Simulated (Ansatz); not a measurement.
## Ansatz (development build ahead of 0.2.0) run

```yaml
crystal:
  periodic: [false, false, false]
  atoms:
    - { symbol: C, position_ang: [0.05693, 0.07992, -0.55355] }
    - { symbol: F, position_ang: [0.06476, 0.92662, 0.27632] }
    - { symbol: F, position_ang: [0.01298, -1.08479, 0.27385] }
basis:
  gaussian: { orbitals: cc-pVDZ }
hamiltonian:
  xc: hf
correlation:
  method: mp2
  frozen_orbitals: { C: 1, F: 1 }
```

The input is written out in the form of the current development build from the run's settings.

Results

```yaml
Converged: yes
Reference_energy: -236.65330 hartree
Correlation_energy: -0.48315 hartree
Total_energy: -237.13645 hartree
Spin_squared_of_the_determinant: 0.000
```

Caution: bonds are stretched, where a single reference can fail; stretched shape with no unrestricted run beside it, a lower state can exist.
